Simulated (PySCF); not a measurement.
## How the method moves the proton affinities of fulvene

Structure: `C=C1C=CC=C1` (C6H6). Numbering: `[CH2:1]=[C:2]1[CH:3]=[CH:4][CH:5]=[CH:6]1` These are map numbers, not IUPAC locants.

All levels share the PBE0-D3(BJ)/def2-SVP structures and the GFN2-xTB thermal terms; only the single-point energies (PySCF) change. Values are proton affinities (298 K, kJ/mol).

```jsonl
{"level": "LDA/def2-TZVP", "C3": "831", "C4": "763", "C1": "710", "time": "92 s"}
{"level": "ωB97M-D3(BJ)/def2-TZVP (grid 3)", "C3": "860", "C4": "795", "C1": "761", "time": "2.2 min"}
{"level": "PBE0-D3(BJ)/ma-def2-SVP", "C3": "866", "C4": "797", "C1": "778", "time": "29 s"}
{"level": "PBE0-D3(BJ)/ma-def2-TZVP", "C3": "873", "C4": "803", "C1": "784", "time": "68 s"}
{"level": "PBE0-D3(BJ)/6-311+G**", "C3": "873", "C4": "803", "C1": "783", "time": "37 s"}
{"level": "PBE0-D3(BJ)/def2-TZVP", "C3": "874", "C4": "804", "C1": "785", "time": "–"}
{"level": "BP86-D3(BJ)/def2-TZVP", "C3": "874", "C4": "805", "C1": "771", "time": "110 s"}
{"level": "M06-L/def2-TZVP (grid 3)", "C3": "886", "C4": "815", "C1": "796", "time": "3.3 min"}
{"level": "PBE0-D3(BJ)/6-31G*", "C3": "891", "C4": "819", "C1": "804", "time": "16 s"}
```

Times are wall times for all single points of a level on 1 thread of Intel Xeon @ 2.60GHz, a shared host; the dash marks the run that also made the structures. BP86, LDA, M06-L ran on a slower path of this set-up, which computes the density-fitting integrals anew in every SCF cycle while the other levels store them. So the times needn't show the usual order of cost, and those levels read slower than they are.

The widest spread is that of C1: 93 kJ/mol, from 710 to 804.

Differences come from unrounded values, so a last digit can differ from that of the printed terms.
